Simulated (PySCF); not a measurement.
FCO (doublet state).
InChI=1S/CFO/c2-1-3

Method used: PBE0-D3(BJ)/def2-SVP geometry optimisation, gas phase in PySCF 2.14.0.

Take the most abundant isotopes and a rigid rotor. 

(1) What are A, B and C (cm⁻¹)?

(2) What kind of rotor is it?

(3) Predict some low-J microwave lines.

## Answers

(1) Ia = 2.62, Ib = 43.43, Ic = 46.05 u·Å²; 505379 MHz·u·Å²/I gives 192852, 11637 and 10974 MHz, that is A = 6.43284, B = 0.38816, C = 0.36607 cm⁻¹.

(2) A near-prolate asymmetric top. Ray's parameter κ = (2B − A − C)/(A − C) = -0.993; −1 is the prolate and +1 the oblate limit.

(3) The dipole components are |μa| = 0.75 D, |μb| = 0.36 D, |μc| = 0.00 D; the mirror of this Cs structure is the ab plane, so μc vanishes by symmetry and there are no c-type lines. The squared components, which scale the intensities, stand as 1.00 : 0.23 (a : b). Some lines, for components of 0.1 D or more:

```json
{"type": "a", "branch": "Q", "J(Ka,Kc)": "2(1,1) ← 2(1,2)", "MHz": "1987", "lower level (cm⁻¹)": "8.285"}
{"type": "a", "branch": "Q", "J(Ka,Kc)": "3(1,2) ← 3(1,3)", "MHz": "3973", "lower level (cm⁻¹)": "10.515"}
{"type": "a", "branch": "Q", "J(Ka,Kc)": "4(1,3) ← 4(1,4)", "MHz": "6622", "lower level (cm⁻¹)": "13.487"}
{"type": "a", "branch": "R", "J(Ka,Kc)": "3(0,3) ← 2(0,2)", "MHz": "67826", "lower level (cm⁻¹)": "2.263"}
{"type": "a", "branch": "R", "J(Ka,Kc)": "3(2,1) ← 2(2,0)", "MHz": "67840", "lower level (cm⁻¹)": "26.486"}
{"type": "a", "branch": "R", "J(Ka,Kc)": "4(1,4) ← 3(1,3)", "MHz": "89116", "lower level (cm⁻¹)": "10.515"}
{"type": "a", "branch": "R", "J(Ka,Kc)": "4(3,2) ← 3(3,1)", "MHz": "90448", "lower level (cm⁻¹)": "59.027"}
{"type": "a", "branch": "R", "J(Ka,Kc)": "4(3,1) ← 3(3,0)", "MHz": "90448", "lower level (cm⁻¹)": "59.027"}
{"type": "a", "branch": "R", "J(Ka,Kc)": "4(1,3) ← 3(1,2)", "MHz": "91765", "lower level (cm⁻¹)": "10.647"}
{"type": "b", "branch": "Q", "J(Ka,Kc)": "2(1,1) ← 2(0,2)", "MHz": "182541", "lower level (cm⁻¹)": "2.263"}
{"type": "b", "branch": "Q", "J(Ka,Kc)": "3(1,2) ← 3(0,3)", "MHz": "183541", "lower level (cm⁻¹)": "4.525"}
{"type": "b", "branch": "Q", "J(Ka,Kc)": "4(1,3) ← 4(0,4)", "MHz": "184879", "lower level (cm⁻¹)": "7.541"}
{"type": "b", "branch": "R", "J(Ka,Kc)": "3(1,3) ← 2(0,2)", "MHz": "247393", "lower level (cm⁻¹)": "2.263"}
{"type": "b", "branch": "Q", "J(Ka,Kc)": "4(2,2) ← 4(1,3)", "MHz": "541358", "lower level (cm⁻¹)": "13.708"}
{"type": "b", "branch": "Q", "J(Ka,Kc)": "3(2,1) ← 3(1,2)", "MHz": "542662", "lower level (cm⁻¹)": "10.647"}
{"type": "b", "branch": "Q", "J(Ka,Kc)": "4(2,3) ← 4(1,4)", "MHz": "547953", "lower level (cm⁻¹)": "13.487"}
{"type": "b", "branch": "R", "J(Ka,Kc)": "4(2,3) ← 3(1,2)", "MHz": "633096", "lower level (cm⁻¹)": "10.647"}
{"type": "b", "branch": "Q", "J(Ka,Kc)": "3(3,0) ← 3(2,1)", "MHz": "907722", "lower level (cm⁻¹)": "28.749"}
{"type": "b", "branch": "Q", "J(Ka,Kc)": "3(3,1) ← 3(2,2)", "MHz": "907732", "lower level (cm⁻¹)": "28.748"}
{"type": "b", "branch": "Q", "J(Ka,Kc)": "4(3,2) ← 4(2,3)", "MHz": "907737", "lower level (cm⁻¹)": "31.765"}
{"type": "b", "branch": "R", "J(Ka,Kc)": "3(3,1) ← 2(2,0)", "MHz": "975563", "lower level (cm⁻¹)": "26.486"}
{"type": "b", "branch": "R", "J(Ka,Kc)": "3(3,0) ← 2(2,1)", "MHz": "975565", "lower level (cm⁻¹)": "26.486"}
{"type": "b", "branch": "R", "J(Ka,Kc)": "4(3,1) ← 3(2,2)", "MHz": "998179", "lower level (cm⁻¹)": "28.748"}
{"type": "b", "branch": "R", "J(Ka,Kc)": "4(4,0) ← 3(3,1)", "MHz": "1361267", "lower level (cm⁻¹)": "59.027"}
```

For this open shell read J as N, the rotation without spin; fine and hyperfine splittings come on top. No frequency check. ⟨S²⟩ = 0.754 (exact for a doublet: 0.75). No vibrational averaging or centrifugal distortion is included, and the geometry carries the error of its method.
